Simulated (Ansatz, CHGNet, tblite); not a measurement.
# Zinc-blende GaP: properties by level of theory

Reference values: elastic constant C11 140 GPa (measured, temperature not stated, no zero-point or thermal correction; as tabulated in Råsander and Moram (2015), arXiv:1505.02379); elastic constant C44 70 GPa (measured, temperature not stated, not corrected to a static lattice; as tabulated in Råsander and Moram (2015), arXiv:1505.02379).

```json
[
 {"level (code)": "GFN2-xTB (tblite)", "elastic constant C11 (GPa)": "65.7", "elastic constant C44 (GPa)": "28.5"},
 {"level (code)": "CHGNet 0.3.0", "elastic constant C11 (GPa)": "99.6", "elastic constant C44 (GPa)": "23.4"},
 {"level (code)": "PBE (Ansatz)", "elastic constant C11 (GPa)": "[?]", "elastic constant C44 (GPa)": "64.5"},
 {"level (code)": "r²SCAN (Ansatz)", "elastic constant C11 (GPa)": "142", "elastic constant C44 (GPa)": "73.1"},
 {"level (code)": "B3LYP (VWN-RPA form) (Ansatz)", "elastic constant C11 (GPa)": "132", "elastic constant C44 (GPa)": "69.7"}
]
```

Question: Some entries are withheld; supply them.

Answer: 
- PBE (Ansatz, a quantum-chemistry and plane-wave program), elastic constant C11 (GPa): 125

Differences from the reference values (errors of the level alone only where the reference is corrected to a static lattice):

```tsv
level	elastic constant C11 (%)	elastic constant C44 (%)
GFN2-xTB	-53	-59
CHGNet 0.3.0	-29	-67
PBE	-10.7	-7.9
r²SCAN	+1.4	+4.4
B3LYP (VWN-RPA form)	-5.7	-0.4
```

Nearest: elastic constant C11, not ranked (reference at room or unstated temperature); elastic constant C44, not ranked (reference at room or unstated temperature).

Machine-learned potentials (CHGNet 0.3.0) are trained on DFT data: a solid inside that data is no test of them.

Caveats: the method was fitted mainly to molecules (GFN2-xTB); the run uses a supercell at the zone centre in place of a k mesh (GFN2-xTB). Ansatz's density-functional and Hartree–Fock values are scalar-relativistic unless marked +SOC, with PAW data made under PBE.

Unless a cell is named, each level is at its own relaxed cell (GFN2-xTB 22.99, CHGNet 0.3.0 20.82, PBE 20.87, r²SCAN 20.25, B3LYP (VWN-RPA form) 21.15 Å³/atom).

Differences are worked out from the printed values.
